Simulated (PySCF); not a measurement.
## L and K shells in `ClC1C=C1`

C3H3Cl.
Cartesian coordinates in Å at the PBE0-D3(BJ)/def2-SVP level; atoms count from 1:
```xyz
7
C3H3Cl angstrom
Cl     1.9607    0.0961   -1.2597
C      0.7240   -0.0473    0.0428
C     -0.6440   -0.4721   -0.2887
C     -0.4846    0.7893    0.0032
H      1.2397   -0.3273    0.9697
H     -1.2733   -1.2968   -0.6138
H     -0.8838    1.7954    0.1042
```

Theory: delta-SCF UKS SCAN, pcX-2 on the ionised atom, pcseg-1 elsewhere, spin-free X2C in PySCF 2.14.0. These are vertical core ionisation energies against the vacuum level, from separate self-consistent calculations with and without the core hole. 2p3/2 and 2p1/2 are the ΔSCF energy of one spin-free 2p hole plus the eigenvalues of a spin–orbit and ligand-field matrix of the shell. The splitting includes the ligand field, and 2p3/2 is the mean of two sublevels.

When a 2p electron fills a 1s hole, the emitted photon carries the energy difference of the two hole states (Kα1 from 2p3/2, Kα2 from 2p1/2), here at the ground state's geometry.

```csv
atom,Kα1 (eV),Kα2 (eV),2p3/2 binding energy (eV)
Cl1,2622.59,2620.94,205.40
```

Q: What are the 1s and 2p1/2 binding energies?

A: 1s = Kα1 + 2p3/2, and 2p1/2 = 1s − Kα2:

```tsv
atom	environment	1s (eV)	2p1/2 (eV)
Cl1	alkyl chlorine	2827.99	207.05
```

Q: And the 1s levels of the other atoms?

A: C3/C4 (alkene CH carbon) 291.61 eV; C2 (sp3 C–Cl carbon) 292.76 eV.

Atoms equivalent by their bonding share one computed value, that of the first of them. Isolated species at its PBE0-D3(BJ)/def2-SVP geometry, gas phase.

Hardware: one thread, Arm Neoverse V1, on a shared host. Cost: 14 s.
